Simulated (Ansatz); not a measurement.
# CS+ (quartet): the correlation ladder at distance C1–S2 = 3.608 Å, 6-31G

How much of the correlation energy of CS+ (quartet) does each wave-function method recover here?

The runs use Ansatz 0.2.0, Gaussian basis; 6-31G, core rule «outside noble gas», up to 6 orbitals frozen.

Plan: UHF; CCSD(T) on ROHF; CCSD(T) on UHF; BCCD(T) on ROHF; CISD as a restricted active space (open shells left free, so some higher excitations enter); CCSDT(Q) on ROHF; CCSDT(Q) on UHF; CISDTQ; CCSDTQ on ROHF; CCSDTQ on UHF; CASSCF and MRCISD+Q, 5 electrons in 5 orbitals; CASSCF and NEVPT2, 5 electrons in 5 orbitals; CASSCF and MRCISD+Q, 9 electrons in 8 orbitals; CASSCF and NEVPT2, 9 electrons in 8 orbitals; Full CI.

15 further runs of the same task are left out: 10 that didn't finish, 5 set aside as unsound or not needed. Runs told in other sessions of the task aren't counted.

**1. The geometry**

The geometry derives from a PBE0/def2-TZVP stationary point (not a proven minimum). One bond is set to the value named and the two fragments are kept rigid.

2 atoms, charge 1, spin multiplicity 4.

Atoms are counted from 1 here; the program's logs count them from 0.

No contacts short enough for the rule that draws bonds.

**2. UHF**

in.yaml

```yaml
crystal:
  periodic: [false, false, false]
  atoms:
    - {symbol: C, position_ang: [0.000000, 0.000000, 0.000000]}
    - {symbol: S, position_ang: [0.000000, 0.000000, 3.608000]}
basis:
  gaussian: {orbitals: 6-31G}
total_charge: 1
magnetization: {spin_polarized: true, initial_magnetization: 3}
hamiltonian: {xc: hf}
output: {orbitals: {seedname: orbitals}}
```

The run is started by

```sh
$ ansatz run in.yaml --threads 1 --pin off --events-out ev --progress --plain --max-ram 2393MiB
```

Further steps of the session: CCSD(T) on ROHF; CCSD(T) on UHF; BCCD(T) on ROHF; CISD as a restricted active space (open shells left free, so some higher excitations enter); CCSDT(Q) on ROHF; CCSDT(Q) on UHF; CISDTQ; CCSDTQ on ROHF; CCSDTQ on UHF; CASSCF and MRCISD+Q, 5 electrons in 5 orbitals; CASSCF and NEVPT2, 5 electrons in 5 orbitals; CASSCF and MRCISD+Q, 9 electrons in 8 orbitals; CASSCF and NEVPT2, 9 electrons in 8 orbitals; Full CI.

Before running them: what should the planned runs give, taken together? Wanted: FCI from the RHF energy; RMP2 from FCI; UMP2 from FCI; RCCSD from FCI; RCCSD(T) from FCI; UCCSD(T) from FCI; RCCSDT(Q) from FCI; UCCSDT(Q) from FCI; NEVPT2 pair from FCI.

The runs gave:

| quantity | value |
| --- | --- |
| FCI from the ROHF energy | -2.8749 eV |
| RMP2 from FCI | +1492.8 meV |
| UMP2 from FCI | +1248.6 meV |
| RCCSD from FCI | +375.5 meV |
| RCCSD(T) from FCI | +21.3 meV |
| UCCSD(T) from FCI | +53.1 meV |
| RCCSDT(Q) from FCI | +16.1 meV |
| UCCSDT(Q) from FCI | -9.6 meV |
| NEVPT2 pair from FCI | +595.8 meV |
| levels within 1 kcal/mol (43 meV) | RCCSD(T), RCCSDT, UCCSDT, CISDTQ, RCCSDT(Q), UCCSDT(Q), RCCSDTQ, UCCSDTQ |
| T1 diagnostic | 0.158 |
| effectively unpaired electrons | 4.40 |

In words: RCCSD(T) lands +21.3 meV from the yardstick (0.7 % of the correlation energy). CCSD(T) misses by +21.3 meV on the restricted determinant and by +53.1 meV on the unrestricted one; the two need not hold the same state or core. RCCSDT, UCCSDT(Q) fall below full CI: unrestricted runs freeze a spin-polarised core, another one than full CI's, and coupled cluster isn't variational. With 4.4 effectively unpaired electrons against 3 the state is strongly multireference. Coupled cluster on one determinant still stays close here. These misses are within one basis, not against nature; the frozen cores of restricted and unrestricted runs differ, which can shift their rows.

Levels on UHF freeze UHF's core orbitals, full CI those of ROHF, so the U rows can settle a little off it for that reason alone.

With open shells the CI space here admits some higher excitations, so it is larger than plain CISD.
